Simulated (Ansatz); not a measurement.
## Relaxing Mg3W

Level of theory: DFT PBE, scalar-relativistic, plane waves, PAW (Ansatz 0.2.0). Cutoff 420 eV, Γ-centred k mesh, Gaussian smearing, no spin polarisation in the final step.

Mg3W was placed on the Cu3Au (L1_2) structure type (Pm-3m, No. 221), with W in place of Au, Mg in place of Cu, at a guessed volume.

```yaml
crystal:
  lattice:
    - [4.12798, 0.00000, 0.00000]
    - [0.00000, 4.12798, 0.00000]
    - [0.00000, 0.00000, 4.12798]
  atoms:
    - { symbol: Mg, position: [0.00000, 0.50000, 0.50000] }
    - { symbol: Mg, position: [0.50000, 0.00000, 0.50000] }
    - { symbol: Mg, position: [0.50000, 0.50000, 0.00000] }
    - { symbol: W, position: [0.00000, 0.00000, 0.00000] }
```

Steps on the 4×4×4 mesh (4 atoms). 4 of 4 steps are shown, and the free energy counts from the last. Trial steps that were taken back and renewals of the plane-wave basis can be among the rows.

| step | ΔF (meV/atom) | V (Å³/atom) | P (GPa) |
| --- | --- | --- | --- |
| 1 | 12.3 | 17.59 | 4.46 |
| 2 | 8.7 | 19.35 | -3.16 |
| 3 | 0.1 | 18.58 | -0.27 |
| 4 | 0.0 | 18.58 | -0.27 |

A final relaxation ran on a 12×12×12 mesh. The relaxed crystal, Pm-3m (No. 221):

```cif
data_structure
_symmetry_space_group_name_H-M 'Pm-3m'
_symmetry_Int_Tables_number 221
_cell_length_a 4.1969
_cell_length_b 4.1969
_cell_length_c 4.1969
_cell_angle_alpha 90.000
_cell_angle_beta 90.000
_cell_angle_gamma 90.000
_cell_volume 73.92
loop_
_atom_site_label
_atom_site_type_symbol
_atom_site_symmetry_multiplicity
_atom_site_Wyckoff_symbol
_atom_site_fract_x
_atom_site_fract_y
_atom_site_fract_z
_atom_site_occupancy
Mg1 Mg 3 c 0.00000 0.50000 0.50000 1
W1 W 1 a 0.00000 0.00000 0.00000 1
```

```json
{"Volume per atom": "18.48 Å³", "Density": "5.77 g/cm³", "Energy over the elements": "0.52 eV/atom", "Gap on the 12×12×12 mesh": "0 eV (a metal)"}
```

Formation energies are uncorrected and refer to the elements' standard structures at the same level.

The final run used a 12×12×12 mesh on its 4-atom cell and 0.10 eV smearing. The k mesh leaves about 4 meV/atom of noise in metals. Spin–orbit coupling is left out.

Symmetry constrained the relaxation, so the result can be a saddle point.

Cost: 3 runs of about 0.72 core-minutes in all, on Arm Neoverse V2 (shared hosts).